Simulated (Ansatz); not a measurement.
Geometry optimisation, RKS revPBE-D4/def2-SVP (Ansatz 0.2.0).

Input:

```yaml
crystal:
  periodic: [false, false, false]
  atoms:
    - { symbol: Si, position_ang: [-0.7999, 1.05305, -0.56496] }
    - { symbol: O, position_ang: [0.13669, -0.10017, 0.36889] }
    - { symbol: S, position_ang: [0.8987, -1.44219, 0.17518] }
    - { symbol: H, position_ang: [-1.90549, 0.25912, -1.08446] }
    - { symbol: H, position_ang: [0.13781, 1.50816, -1.58338] }
    - { symbol: H, position_ang: [-1.04222, 1.90948, 0.58199] }
    - { symbol: H, position_ang: [2.09346, -1.10102, 0.78235] }
    - { symbol: H, position_ang: [0.48095, -2.08643, 1.3244] }
total_charge: 1
basis:
  gaussian: { orbitals: def2-SVP }
hamiltonian:
  xc: revpbe
  dispersion: d4
relax:
  f_tol: 0.015
  max_steps: 40
```

Command:

```bash
$ ansatz run input.yaml --threads 1 --pin off --max-ram 2048MiB --backend cpu --events-out ev --progress --plain --runs-dir out
```

Question: Where does it end, and by what steps?

Answer: The run converged. Limits of this set-up: the dipole of an ion depends on the origin. After 6 steps the energy has fallen by 0.198 eV; H6 moved furthest, 0.28 Å.

```tsv
step	energy less start (eV)	largest force component (eV/Å)	accepted
0	0.0000	0.770	yes
1	-0.1379	0.522	yes
2	-0.1585	0.459	yes
3	-0.1932	0.278	yes
4	-0.1966	0.111	yes
5	-0.1983	0.022	yes
6	-0.1984	0.005	yes
```

```xyz
8
Properties=species:S:1:pos:R:3
Si -0.785 1.049 -0.525
O 0.163 -0.016 0.592
S 0.874 -1.393 0.181
H -1.885 0.189 -1.057
H 0.182 1.485 -1.577
H -1.200 2.100 0.443
H 2.145 -1.208 0.702
H 0.506 -2.206 1.241
```

Time of the run: 7.3 s on 1 thread of Intel(R) Xeon(R) 6975P-C (Granite Rapids) (shared host), peak memory 0.15 GiB.
